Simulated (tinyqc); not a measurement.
RHF in the sto-3g basis, for NH3, spin multiplicity 1, step by step. One step of it, computed by the program tinyqc.

Question. Iteration 2: diagonalisation and new density. Diagonalise F' = X^T F X, C = X C', fill 5 alpha and 5 beta electrons from the bottom; D = 2 C_occ C_occ^T. Each column has its largest component positive (the first on a tie).

Fock matrix F (hartree), order 1N 1s, 1N 2s, 1N 2px, 1N 2py, 1N 2pz, 2H 1s, 3H 1s, 4H 1s:
```
[[-13.824221, -3.600169, 0.000538, 0.000000, 0.023318, -0.949202, -0.947437, -0.947437],
 [-3.600169, -1.393835, 0.004783, 0.000000, 0.306009, -0.690540, -0.689881, -0.689881],
 [0.000538, 0.004783, 0.162360, 0.000000, -0.000668, -0.230476, 0.117640, 0.117640],
 [0.000000, 0.000000, 0.000000, 0.157184, 0.000000, 0.000000, -0.185125, 0.185125],
 [0.023318, 0.306009, -0.000668, 0.000000, 0.188699, 0.244869, 0.245500, 0.245500],
 [-0.949202, -0.690540, -0.230476, 0.000000, 0.244869, -0.285429, -0.322553, -0.322553],
 [-0.947437, -0.689881, 0.117640, -0.185125, 0.245500, -0.322553, -0.282212, -0.331255],
 [-0.947437, -0.689881, 0.117640, 0.185125, 0.245500, -0.322553, -0.331255, -0.282212]]
```

X, order 1N 1s, 1N 2s, 1N 2px, 1N 2py, 1N 2pz, 2H 1s, 3H 1s, 4H 1s:
```
[[1.025220, -0.156423, -0.000007, 0.000000, 0.015947, 0.022691, 0.022680, 0.022680],
 [-0.156423, 1.424766, 0.000196, 0.000000, -0.186271, -0.327212, -0.326614, -0.326614],
 [-0.000007, 0.000196, 1.132440, 0.000000, -0.000112, -0.295186, 0.147495, 0.147495],
 [0.000000, 0.000000, 0.000000, 1.132280, 0.000000, 0.000000, -0.255365, 0.255365],
 [0.015947, -0.186271, -0.000112, 0.000000, 1.086066, 0.151688, 0.151341, 0.151341],
 [0.022691, -0.327212, -0.295186, 0.000000, 0.151688, 1.274578, -0.071996, -0.071996],
 [0.022680, -0.326614, 0.147495, -0.255365, 0.151341, -0.071996, 1.273963, -0.071920],
 [0.022680, -0.326614, 0.147495, 0.255365, 0.151341, -0.071996, -0.071920, 1.273963]]
```

Give: F' = X^T F X; orbital energies; coefficients C; D after iteration 2.

Answer.

F' = X^T F X (hartree):
```
[[-13.5289, -2.0044, -0.0001, 0.0000, 0.0316, -0.1585, -0.1579, -0.1579],
 [-2.0044, -0.2900, 0.0068, 0.0000, 0.0258, -0.4140, -0.4085, -0.4085],
 [-0.0001, 0.0068, 0.4455, 0.0000, -0.0012, -0.4531, 0.2256, 0.2256],
 [0.0000, 0.0000, 0.0000, 0.4220, 0.0000, 0.0000, -0.3686, 0.3686],
 [0.0316, 0.0258, -0.0012, 0.0000, 0.3500, 0.2381, 0.2372, 0.2372],
 [-0.1585, -0.4140, -0.4531, 0.0000, 0.2381, 0.2644, -0.1006, -0.1006],
 [-0.1579, -0.4085, 0.2256, -0.3686, 0.2372, -0.1006, 0.2591, -0.1047],
 [-0.1579, -0.4085, 0.2256, 0.3686, 0.2372, -0.1006, -0.1047, 0.2591]]
```

orbital energies (hartree): [-13.8360, -0.7148, -0.1520, -0.1291, 0.2664, 0.8718, 0.9150, 0.9601]

coefficients C, order 1N 1s, 1N 2s, 1N 2px, 1N 2py, 1N 2pz, 2H 1s, 3H 1s, 4H 1s:
```
[[0.9915, -0.1967, -0.0011, 0.0000, -0.1577, -0.1745, 0.0000, -0.0159],
 [0.0411, 0.5898, 0.0036, 0.0000, 0.7582, 1.2138, 0.0000, 0.1081],
 [-0.0001, -0.0043, 0.5050, 0.0000, -0.0061, -0.0905, 0.0000, 1.0723],
 [0.0000, 0.0000, 0.0000, 0.5156, 0.0000, 0.0000, 1.0708, 0.0000],
 [-0.0082, -0.2452, -0.0019, 0.0000, 0.7218, -0.8352, 0.0000, -0.0668],
 [-0.0086, 0.2009, 0.6059, 0.0000, -0.1804, -0.6107, 0.0000, -1.0196],
 [-0.0087, 0.2031, -0.3022, 0.5160, -0.1889, -0.7306, -0.8395, 0.4213],
 [-0.0087, 0.2031, -0.3022, -0.5160, -0.1889, -0.7306, 0.8395, 0.4213]]
```

D after iteration 2, order 1N 1s, 1N 2s, 1N 2px, 1N 2py, 1N 2pz, 2H 1s, 3H 1s, 4H 1s:
```
[[2.0933, -0.3898, 0.0024, 0.0000, -0.1474, -0.0405, -0.0368, -0.0368],
 [-0.3898, 1.8489, -0.0107, 0.0000, 0.8047, -0.0331, -0.0497, -0.0497],
 [0.0024, -0.0107, 0.5101, 0.0000, -0.0086, 0.6124, -0.3046, -0.3046],
 [0.0000, 0.0000, 0.0000, 0.5317, 0.0000, 0.0000, 0.5321, -0.5321],
 [-0.1474, 0.8047, -0.0086, 0.0000, 1.1625, -0.3612, -0.3710, -0.3710],
 [-0.0405, -0.0331, 0.6124, 0.0000, -0.3612, 0.8802, -0.2163, -0.2163],
 [-0.0368, -0.0497, -0.3046, 0.5321, -0.3710, -0.2163, 0.8691, -0.1958],
 [-0.0368, -0.0497, -0.3046, -0.5321, -0.3710, -0.2163, -0.1958, 0.8691]]
```
